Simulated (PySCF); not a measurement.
**Name the molecule from its bond curve**

A diatomic of charge +1 contains N. Its quartet curve at PBE0 in a double-zeta basis (spin-free X2C with a Gaussian nucleus, PySCF), in eV from the separated fragments:

```
R (Å)  E (eV)
0.960  -3.231
1.004  -3.463
1.049  -3.594
1.083  -3.642
1.116  -3.656
1.149  -3.643
1.194  -3.593
1.250  -3.495
1.317  -3.344
1.406  -3.117
```

The fit gives ωe = 2639 cm⁻¹ and the rotational constant Bₑ = 14.42 cm⁻¹.

Which atom is the partner?

The minimum lies at 1.115 Å, so the reduced mass is 16.8576 u Å² cm⁻¹/(Bₑ·Re²) = 0.9403 u. With N at 14.00 u the partner weighs about 1.0 u: H. The molecule is NH⁺.

The state is the lowest determinant that a PBE0 search found; another state may lie lower at other levels.
